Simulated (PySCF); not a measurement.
How methods differ on the ionisation energy of He

He 1s2 (1S) → He⁺ 1s1 (2S), as a difference of total energies. Calculation: PySCF 2.14, in def2-QZVPPD; no relativity, point nucleus. Correlated levels: valence: nothing frozen. The calculations carry no spin-orbit coupling.

```csv
method,ionisation energy (eV)
UHF,23.451
MP2 (valence),24.415
SCS-MP2 (valence),24.608
CCSD (valence),24.562
```

How much does correlation contribute at MP2 (valence)?

24.415 − (23.451) = 0.964 eV, measured against UHF.

Errors of the correlated levels include the incompleteness of this basis.

With two correlated electrons CCSD is exact in that space.

For comparison: 24.587 eV (measured; NIST Atomic Spectra Database, ionization energies).
